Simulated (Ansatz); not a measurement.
# AlH₅NS+ (SMILES [NH2][AlH][SH2+]): single points off equilibrium

How do the functionals fare away from a minimum? The structure is a structure displaced at random from a GFN2-xTB minimum.

Method: single points in def2-TZVPP; program: Ansatz 0.2.0, Gaussian basis.

Cores are frozen in the correlated methods.

## (1) The system as given

8 atoms, charge 1, spin multiplicity 1.

Atoms are counted from 1 here; the program's logs count them from 0.

Bond lengths: N1–Al2 1.747 Å, N1–H4 1.093 Å, N1–H5 0.951 Å, Al2–S3 2.293 Å, Al2–H6 1.497 Å, S3–H7 1.418 Å, S3–H8 1.374 Å. Angles: Al2–N1–H4 122.0°, Al2–N1–H5 128.8°, H4–N1–H5 109.1°, N1–Al2–S3 110.2°, N1–Al2–H6 150.5°, S3–Al2–H6 99.3°, Al2–S3–H7 99.9°, Al2–S3–H8 102.0°, H7–S3–H8 83.9°.

Coordinates:

```csv
atom,x (Å),y (Å),z (Å)
N1,-1.0410,0.9702,-1.1026
Al2,-0.0377,0.6571,0.2932
S3,0.7415,-1.4992,0.2408
H4,-1.3741,0.1698,-1.7677
H5,-1.4340,1.7897,-1.3819
H6,0.5800,1.1051,1.5814
H7,2.1192,-1.2668,0.4809
H8,0.7186,-1.8427,1.5713
```

## (2) CCSD(T)/def2-TZVPP

File run/in.yaml:

```yaml
crystal:
  periodic: [false, false, false]
  atoms:
    - {symbol: N, position_ang: [-1.041000, 0.970200, -1.102600]}
    - {symbol: Al, position_ang: [-0.037700, 0.657100, 0.293200]}
    - {symbol: S, position_ang: [0.741500, -1.499200, 0.240800]}
    - {symbol: H, position_ang: [-1.374100, 0.169800, -1.767700]}
    - {symbol: H, position_ang: [-1.434000, 1.789700, -1.381900]}
    - {symbol: H, position_ang: [0.580000, 1.105100, 1.581400]}
    - {symbol: H, position_ang: [2.119200, -1.266800, 0.480900]}
    - {symbol: H, position_ang: [0.718600, -1.842700, 1.571300]}
basis:
  gaussian: {orbitals: def2-TZVPP}
total_charge: 1
correlation: {method: ccsd_t}
output: {forces: true}
```

The run is started by

```bash
$ ansatz run in.yaml --threads 4 --pin off --events-out ev --progress --plain --max-ram 5222MiB
```

## (3) PBE0-D4/def2-TZVPP

Edit run/in.yaml of step 2 so:

```diff
@@ -14,3 +14,3 @@
 total_charge: 1
-correlation: {method: ccsd_t}
-output: {forces: true}
+hamiltonian: {xc: pbe0, dispersion: d4}
+output: {forces: true, orbitals: {seedname: orbitals}}
```

## (4) wB97M-V/def2-TZVPP

Edit run/in.yaml of step 3 so:

```diff
@@ -14,3 +14,3 @@
 total_charge: 1
-hamiltonian: {xc: pbe0, dispersion: d4}
-output: {forces: true, orbitals: {seedname: orbitals}}
+hamiltonian: {xc: {name: wB97M-V}}
+output: {forces: true}
```

## (5) r2SCAN-D4/def2-TZVPP

Edit run/in.yaml of step 4 so:

```diff
@@ -14,3 +14,3 @@
 total_charge: 1
-hamiltonian: {xc: {name: wB97M-V}}
+hamiltonian: {xc: r2scan, dispersion: d4}
 output: {forces: true}
```

## (6) PBE-D4/def2-TZVPP

Edit run/in.yaml of step 5 so:

```diff
@@ -14,3 +14,3 @@
 total_charge: 1
-hamiltonian: {xc: r2scan, dispersion: d4}
+hamiltonian: {xc: pbe, dispersion: d4}
 output: {forces: true}
```

## (7) r2SCAN0-D4/def2-TZVPP

Edit run/in.yaml of step 6 so:

```diff
@@ -14,3 +14,3 @@
 total_charge: 1
-hamiltonian: {xc: pbe, dispersion: d4}
+hamiltonian: {xc: {name: r2SCAN0}, dispersion: d4}
 output: {forces: true}
```

## (8) LC-wPBE/def2-TZVPP

Edit run/in.yaml of step 7 so:

```diff
@@ -14,3 +14,3 @@
 total_charge: 1
-hamiltonian: {xc: {name: r2SCAN0}, dispersion: d4}
+hamiltonian: {xc: {name: LC-wPBE}}
 output: {forces: true}
```

(Steps that only read results are left out.)

Q: Predict the outcome of this session. Wanted: energy less free atoms, CCSD(T)/def2-TZVPP; RMS force component; RMS force error; HOMO and LUMO, PBE0-D4; T1 diagnostic.

As calculated:

| quantity | value |
| --- | --- |
| energy less free atoms, CCSD(T)/def2-TZVPP | -368.7 kcal/mol |
| RMS force component | 1.512 to 1.593 eV/Å over the methods |
| RMS force error | PBE0-D4 0.075, wB97M-V 0.047, r2SCAN-D4 0.076, PBE-D4 0.193, r2SCAN0-D4 0.109, LC-wPBE 0.110 eV/Å |
| HOMO and LUMO, PBE0-D4 | -12.63 and -6.70 eV |
| T1 diagnostic | 0.012 |

What this shows: Against CCSD(T) the functionals' energies less atoms differ by -20.4 to -5.3 kcal/mol, PBE-D4 by -19.4 kcal/mol. CCSD(T) in triple zeta still lacks some correlation energy of the bonds, so part of these gaps is its own basis error and they don't rank the functionals. For forces wB97M-V does best and PBE-D4 worst. Frozen-core CCSD(T) forces in triple zeta carry basis errors of their own, and this is one geometry, so small gaps rank nothing.
